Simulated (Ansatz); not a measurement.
The same path of BH4N + FH (8 atoms, charge 0, multiplicity 1) was run twice with different band settings. Lost on the way: F7–H8. Made: B1–F7, N2–H8.

These are results of Ansatz 0.2.0, RKS PBE0-D4/cc-pVDZ, not measurements.

Relaxed end points:

```xyz
8
Properties=species:S:1:pos:R:3
B 0.040 -0.298 0.229
N 0.020 -0.160 1.625
H -0.811 -0.337 2.178
H 0.867 -0.115 2.180
H 1.098 -0.212 -0.339
H -1.003 -0.489 -0.342
F -0.334 2.521 0.830
H -0.224 1.689 1.243
```

```xyz
8
Properties=species:S:1:pos:R:3
B 0.023 0.389 0.103
N -0.116 0.214 1.743
H -0.347 -0.747 1.998
H 0.757 0.465 2.210
H 0.939 -0.373 -0.195
H -1.085 0.072 -0.319
F 0.332 1.752 -0.046
H -0.848 0.825 2.111
```

Common settings: movable images 5; climbing image yes; spring 5.0 eV/Å²; optimiser quadratic models (default); start path through a guess of the saddle point; force threshold 0.05 eV/Å; end points relaxed.

| run | iteration limit |
| --- | --- |
| 1 | 60 |
| 2 | 10 |

(1) What does each run give, and how far can it be trusted?

## Answers

(1) Run 1: converged after 10 iterations, highest image 0.333 eV above the first end. A vibrational analysis at the climbing image gives one clearly imaginary mode, 602i cm⁻¹: a first-order saddle point.
Run 2: converged after 10 iterations, highest image 0.333 eV above the first end. Another band between the same ends (5 images) ends at a top of the same energy, where a vibrational analysis finds 1 clearly imaginary mode.
The orbitals stay closed-shell, which can raise the energy where a bond breaks towards radicals; this wasn't checked here.
